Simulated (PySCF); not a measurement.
Basis sets over 5 cases of the mean static polarisability at PBE0 with PySCF (elements up to F), each against its own reference: (a) the value in aug-cc-pV5Z; (b) the value in d-aug-cc-pVTZ. By their distance from other large sets or by the extrapolation step the references are unsure by up to roughly 0.6 %. B3LYP-D3(BJ)/def2-TZVP geometries; density fitting; no added dispersion term; no relativity. 

Cases are drawn at random; left out are references unsure by over 1.7 %, doubtful singlets; stability and T1 were not tested. Sets are drawn from those converged to one state in every case.

Cases (SMILES) and reference values:
- FF (F2): 8.46 bohr³ (a)
- O(F)F: 14.53 bohr³ (b)
- [BH] (BH) (closed-shell singlet): 23.41 bohr³ (a)
- O (H2O): 9.83 bohr³ (b)
- C (CH4): 16.92 bohr³ (b)

```json
[
 {"basis": "cc-pVDZ", "functions over def2-SVP (largest species, mean of cases)": "1.0", "mean signed deviation (%)": "-36.0", "mean absolute": "36.0", "largest": "50.6", "within 5 %": "0 of 5"},
 {"basis": "6-311G**", "functions over def2-SVP (largest species, mean of cases)": "1.3", "mean signed deviation (%)": "-32.4", "mean absolute": "32.4", "largest": "47.6", "within 5 %": "0 of 5"},
 {"basis": "6-311+G**", "functions over def2-SVP (largest species, mean of cases)": "1.5", "mean signed deviation (%)": "-21.1", "mean absolute": "21.1", "largest": "30.8", "within 5 %": "0 of 5"},
 {"basis": "def2-SVPD", "functions over def2-SVP (largest species, mean of cases)": "1.6", "mean signed deviation (%)": "-3.5", "mean absolute": "3.5", "largest": "4.9", "within 5 %": "5 of 5"},
 {"basis": "pcseg-2", "functions over def2-SVP (largest species, mean of cases)": "2.3", "mean signed deviation (%)": "-17.8", "mean absolute": "17.8", "largest": "26.5", "within 5 %": "0 of 5"},
 {"basis": "cc-pVTZ", "functions over def2-SVP (largest species, mean of cases)": "2.3", "mean signed deviation (%)": "-22.6", "mean absolute": "22.6", "largest": "35.3", "within 5 %": "0 of 5"},
 {"basis": "def2-TZVPP", "functions over def2-SVP (largest species, mean of cases)": "2.4", "mean signed deviation (%)": "-18.7", "mean absolute": "18.7", "largest": "28.9", "within 5 %": "0 of 5"},
 {"basis": "d-aug-cc-pVDZ", "functions over def2-SVP (largest species, mean of cases)": "2.4", "mean signed deviation (%)": "-0.1", "mean absolute": "0.2", "largest": "0.4", "within 5 %": "5 of 5"},
 {"basis": "def2-TZVPPD", "functions over def2-SVP (largest species, mean of cases)": "2.9", "mean signed deviation (%)": "-0.8", "mean absolute": "0.8", "largest": "1.6", "within 5 %": "5 of 5"},
 {"basis": "aug-cc-pVTZ", "functions over def2-SVP (largest species, mean of cases)": "3.6", "mean signed deviation (%)": "-1.7", "mean absolute": "1.7", "largest": "3.6", "within 5 %": "5 of 5"},
 {"basis": "cc-pVQZ", "functions over def2-SVP (largest species, mean of cases)": "4.5", "mean signed deviation (%)": "-14.5", "mean absolute": "14.5", "largest": "23.2", "within 5 %": "0 of 5"},
 {"basis": "pcseg-3", "functions over def2-SVP (largest species, mean of cases)": "4.9", "mean signed deviation (%)": "-6.5", "mean absolute": "6.5", "largest": "10.2", "within 5 %": "2 of 5"},
 {"basis": "def2-QZVPPD", "functions over def2-SVP (largest species, mean of cases)": "5.1", "mean signed deviation (%)": "-0.3", "mean absolute": "0.4", "largest": "1.0", "within 5 %": "5 of 5"},
 {"basis": "aug-cc-pVQZ", "functions over def2-SVP (largest species, mean of cases)": "6.6", "mean signed deviation (%)": "-0.5", "mean absolute": "0.5", "largest": "1.0", "within 5 %": "5 of 5"}
]
```

Among the sets for which every case ran a larger relative (same family, alike in diffuse functions, listed or not), the smallest listed that holds all cases within 5 % together with them is def2-SVPD, at 1.6 times the functions of def2-SVP. Inside, though some case ran no larger relative to test it: def2-QZVPPD, aug-cc-pVQZ. Largest deviations of relatives not listed, over the cases that ran them: def2-TZVPD 2.1, d-aug-cc-pVTZ 0.6, aug-cc-pV5Z 0.0 %. A case lies within its reference's uncertainty of the window's edge in def2-SVPD. These figures hold for the cases listed.
